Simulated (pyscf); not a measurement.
cyclic C₇H₈ (SMILES Cc1ccccc1) + silylene (SiH₂) [singlet] → cyclic C₇H₁₀Si (SMILES CC12C=CC(C=C1)[SiH2]2), gas phase, singlet surface. Single points on ωB97X-D3(BJ)/def2-SVP structures (PySCF, gas phase). ΔG in kcal/mol from ωB97M-D3(BJ)/def2-TZVP energies (ideal gas, 1 atm, RRHO with modes under 100 cm⁻¹ raised to 100, one conformer, R ln 2 for chiral ones without a mode under 150 cm⁻¹).

```json
[
 {"T (K)": "298", "ΔG": "-5.7"},
 {"T (K)": "600", "ΔG": "?"},
 {"T (K)": "900", "ΔG": "+20.5"},
 {"T (K)": "1200", "ΔG": "+32.9"}
]
```

**Question.** Fit a line to the three values, predict ΔG at 600 K, and estimate where the reaction turns unfavourable at 1 atm of each gas.

**Answer.** Least squares gives ΔG = -18.4 + 42.9 × T/1000 K, so ΔS is about -179 J/(mol K) and ΔH about -18.4 kcal/mol over this range (ΔH at 298 K: -19.0). At 600 K the line gives +7.3; the computed value is +7.7. ΔG = 0 falls near 430 K; 1 kcal/mol in the energy moves that by 23 K. This is thermodynamics alone and says nothing of the barrier.
